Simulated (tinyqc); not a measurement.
Inside a calculation. Method: geometry optimisation on the RHF/sto-3g surface (energies and gradients from PySCF), for OH-, spin multiplicity 1. The basis has no diffuse functions, so it cannot describe the extra electron: this is an exercise in the method, not the real anion. Computed by tinyqc, a small Python program that keeps every step (integrals from PySCF). Settings: charge = -1, multiplicity = 1, basis = sto-3g, optimiser = bfgs, first Hessian = 1.0, largest step = 0.5, iteration cap = 30. Command: `OMP_NUM_THREADS=1 python tinyqc.py 29709 29710 out.jsonl` (the two numbers bound the seeds that draw the settings). One thread of a shared host (Intel(R) Xeon(R) Processor @ 2.60GHz), about 0.3 s of CPU time with the checks.

## Step 1: energy and gradient

positions at the start (bohr):
```
           x         y         z
1O  0.000000  0.000000  0.000000
2H  0.000000  0.000000  1.696974
```

Self-consistent energy and analytic gradient at these positions.

energy = -74.03822336 hartree

gradient (hartree/bohr):
```
             x           y            z
1O  0.00000000  0.00000000   0.19840764
2H  0.00000000  0.00000000  -0.19840764
```

## Step 1: move

Quasi-Newton step p = -H^(-1) g (first H = 1 times the unit matrix); steps longer than 0.5 bohr are cut back.

positions after step 1 (bohr):
```
           x         y          z
1O  0.000000  0.000000  -0.198408
2H  0.000000  0.000000   1.895382
```

## Step 2: energy and gradient

As before.

energy = -74.06404921 hartree

gradient (hartree/bohr):
```
             x           y            z
1O  0.00000000  0.00000000  -0.02458619
2H  0.00000000  0.00000000   0.02458619
```

## Step 2: move

inverse Hessian in use (bohr^2/hartree), lower triangle:
```
          1         2         3         4         5         6
1  1.000000
2  0.000000  1.000000
3  0.000000  0.000000  0.944872
4  0.000000  0.000000  0.000000  1.000000
5  0.000000  0.000000  0.000000  0.000000  1.000000
6  0.000000  0.000000  0.055128  0.000000  0.000000  0.944872
```

Quasi-Newton step p = -H^(-1) g (the inverse Hessian comes from BFGS updates; coordinates in the order x, y, z of each atom); steps longer than 0.5 bohr are cut back.

positions after step 2 (bohr):
```
           x         y          z
1O  0.000000  0.000000  -0.176532
2H  0.000000  0.000000   1.873506
```

## Step 3: energy and gradient

As before.

energy = -74.06483672 hartree

gradient (hartree/bohr):
```
             x           y            z
1O  0.00000000  0.00000000  -0.01110114
2H  0.00000000  0.00000000   0.01110114
```

## Step 3: move

inverse Hessian in use (bohr^2/hartree), lower triangle:
```
          1         2          3         4         5         6
1  1.000000
2  0.000000  1.000000
3  0.000000  0.000000   1.311100
4  0.000000  0.000000   0.000000  1.000000
5  0.000000  0.000000   0.000000  0.000000  1.000000
6  0.000000  0.000000  -0.311100  0.000000  0.000000  1.311100
```

As before.

positions after step 3 (bohr):
```
           x         y          z
1O  0.000000  0.000000  -0.158524
2H  0.000000  0.000000   1.855498
```

## Convergence

Stop when the largest gradient component is below 3e-5 hartree/bohr. The inverse Hessian follows the BFGS update with s = step, y = change of gradient.

Course of the optimisation:

| step | E (hartree) | largest gradient (hartree/bohr) |
|---|---|---|
| 1 | -74.03822336 | 1.98e-01 |
| 2 | -74.06404921 | 2.46e-02 |
| 3 | -74.06483672 | 1.11e-02 |
| 4 | -74.06501414 | 1.49e-03 |
| 5 | -74.06501713 | 7.48e-05 |
| 6 | -74.06501714 | 4.71e-07 |

Final distances (angstrom):

| pair | distance |
|---|---|
| 2H-1O | 1.067916 |

Converged in 6 steps.
